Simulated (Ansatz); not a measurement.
# C₂H₃Si radical: basis-set convergence

How large a basis does C₂H₃Si radical need? Two functionals are run in growing sets.

Method: one geometry, several basis sets; program: Ansatz 0.2.0, Gaussian basis.

The runs, in order: PBE0-D4/def2-SVP; ωB97M-V/def2-SVP; PBE0-D4/def2-QZVPP; ωB97M-V/def2-QZVPP; the functionals' def2-TZVPP values are taken from earlier runs.

## (1) The relaxed structure

The geometry comes from an earlier relaxation with PBE0-D4 in a triple-zeta def2 set; it is a stationary point.

SMILES `C#C[SiH2]`, 6 atoms, charge 0, spin multiplicity 2.

Atoms are counted from 1 here; the program's logs count them from 0.

Bond lengths: C1–C2 1.210 Å, C1–H4 1.066 Å, C2–Si3 1.803 Å, Si3–H5 1.484 Å, Si3–H6 1.484 Å. Angles: C2–C1–H4 179.3°, C1–C2–Si3 174.9°, C2–Si3–H5 111.4°, C2–Si3–H6 111.4°, H5–Si3–H6 112.5°.

## (2) PBE0-D4 in def2-SVP

in.yaml

```yaml
crystal:
  periodic: [false, false, false]
  atoms:
    - {symbol: C, position_ang: [1.019687, -1.302332, 0.535033]}
    - {symbol: C, position_ang: [0.376018, -0.354456, 0.145738]}
    - {symbol: Si, position_ang: [-0.444499, 1.136893, -0.449458]}
    - {symbol: H, position_ang: [1.575355, -2.144377, 0.879409]}
    - {symbol: H, position_ang: [-1.137637, 0.894625, -1.738769]}
    - {symbol: H, position_ang: [-1.346926, 1.705648, 0.581846]}
basis:
  gaussian: {orbitals: def2-SVP}
magnetization: {spin_polarized: true, initial_magnetization: 1}
hamiltonian: {xc: pbe0, dispersion: d4}
output: {orbitals: {seedname: orbitals}}
```

After this run come: ωB97M-V in def2-SVP; PBE0-D4 in def2-QZVPP; ωB97M-V in def2-QZVPP.

Q: Predict the results of all the runs planned. Wanted: PBE0-D4: double and triple zeta above quadruple; ωB97M-V: double and triple zeta above quadruple.

**Answer**, as computed:

| quantity | value |
| --- | --- |
| PBE0-D4: double and triple zeta above quadruple | 5.51, 0.38 eV |
| ωB97M-V: double and triple zeta above quadruple | 5.61, 0.35 eV |

In words: For PBE0-D4 the step from double to triple zeta gains 5.13 eV and the next only 0.38 eV. These are total energies; as a rule much of such shifts cancels in differences, which this series doesn't test.
